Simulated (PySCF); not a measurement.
# Vibration and rotation of SiP⁺

PBE0 constants of SiP⁺, ³Σ⁻ (triplet), unpaired electrons π ↑↑ (PySCF, no relativity, basis sets Si def2-TZVP, P def2-TZVP; masses 27.9769 and 30.9738 u):

| Property | Result |
| --- | --- |
| ωe | 512.5 cm⁻¹ |
| ωexe | 1.89 cm⁻¹ |
| Be | 0.23342 cm⁻¹ |
| αe | 0.00126 cm⁻¹ |
| D (centrifugal) | 1.94e-07 cm⁻¹ |
| De to Si⁺ + P | 3.12 eV |

(1) Give the vibrational terms G(v) and spacings up to v = 6.

(2) How well does the Morse estimate ωe²/(4ωexe) reproduce De, and what is D0?

For an ion De counts to the pair picked by the measured ionisation energies or electron affinities, which need not be the lowest pair at this level. The state was picked by a PBE0 search and need not be the measured ground state.

Results:

(1) G(v) = ωe(v+½) − ωexe(v+½)².

| v | G(v) (cm⁻¹) | G(v) − G(v−1) | Bv (cm⁻¹) |
| --- | --- | --- | --- |
| 0 | 255.8 |  | 0.2328 |
| 1 | 764.5 | 508.7 | 0.2315 |
| 2 | 1269.4 | 504.9 | 0.2303 |
| 3 | 1770.6 | 501.2 | 0.2290 |
| 4 | 2268.0 | 497.4 | 0.2277 |
| 5 | 2761.6 | 493.6 | 0.2265 |
| 6 | 3251.4 | 489.8 | 0.2252 |

(2) It gives 4.31 eV, 138 % of the computed De. D0 = De − G(0) = 3.12 − 0.03 = 3.09 eV.
